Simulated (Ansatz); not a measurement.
Worked example: SiH2(CH3)Cl + C2H6O → SiH2(CH3)(OH) + C2H5Cl

Species: SiH2(CH3)Cl ((chlorosilyl)methane), singlet; C2H6O (ethanol) `CCO`, singlet; SiH2(CH3)(OH), singlet; C2H5Cl (chloroethane) `CCCl`, singlet. The partners trade Cl for OH: Si–Cl and C–OH bonds give way to Si–OH and C–Cl.

Shapes, held fixed at every level: PBE0-D4/def2-TZVP. Flexible molecules stand in one conformer, not always the lowest. Programs: Ansatz 0.2.0. The zero-point and thermal change to 298 K, harmonic and unscaled (PBE0-D4/def2-TZVP), is -3.0 kJ/mol.

At CCSD(T)/CBS estimate; 1 Eh = 2625.50 kJ/mol:

```
      species  energy (Eh)
  SiH2(CH3)Cl  -789.976378
        C2H6O  -154.882558
SiH2(CH3)(OH)  -405.969455
       C2H5Cl  -538.896553
```

Work out ΔH(298 K) of the reaction at this level.


1. Products less reactants: (-405.969455) + (-538.896553) − [(-789.976378) + (-154.882558)] = -0.007072 Eh = -18.6 kJ/mol.
2. With the thermal change: -18.6 + (-3.0) = -21.6 kJ/mol.

Other levels give -20.3 (CCSD(T)/def2-TZVPP) to -1.1 kJ/mol (CCSD(T)/def2-SVP). No measured value is set beside it here. The CBS estimate extrapolates MP2 from def2-TZVPP and def2-QZVPP and adds CCSD(T) − MP2 in the triple-zeta set, cores frozen.
